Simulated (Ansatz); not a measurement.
Two shapes of singlet C3H6.

Shape 1:

```xyz
9

C     0.8657    0.0000    0.0000
C    -0.4329    0.7497    0.0000
C    -0.4329   -0.7497    0.0000
H     1.4622    0.0000    0.9165
H     1.4622    0.0000   -0.9165
H    -0.7311    1.2663   -0.9165
H    -0.7311    1.2663    0.9165
H    -0.7311   -1.2663    0.9165
H    -0.7311   -1.2663   -0.9165
```

Shape 2:

```xyz
9

C     0.7964    0.0000    0.0000
C    -0.3982    0.6897    0.0000
C    -0.3982   -0.6897    0.0000
H     1.3452    0.0000    0.8431
H     1.3452    0.0000   -0.8431
H    -0.6726    1.1650   -0.8431
H    -0.6726    1.1650    0.8431
H    -0.6726   -1.1650    0.8431
H    -0.6726   -1.1650   -0.8431
```

Basis set: def2-TZVP (spherical functions). Left uncorrelated: 3 orbitals. Charge 0, multiplicity 1.

Computed with Ansatz (development build ahead of 0.2.0); each method stands on the lowest determinant of its kind that the runs found.

Q: Which shape is lower in energy, and by how much in each method?

A:

```csv
method,E(2) − E(1) (eV)
RHF,1.292
RHF-MP2,1.459
```

Shape 1 is lower. Caution: no unrestricted run beside it, a lower state can exist.
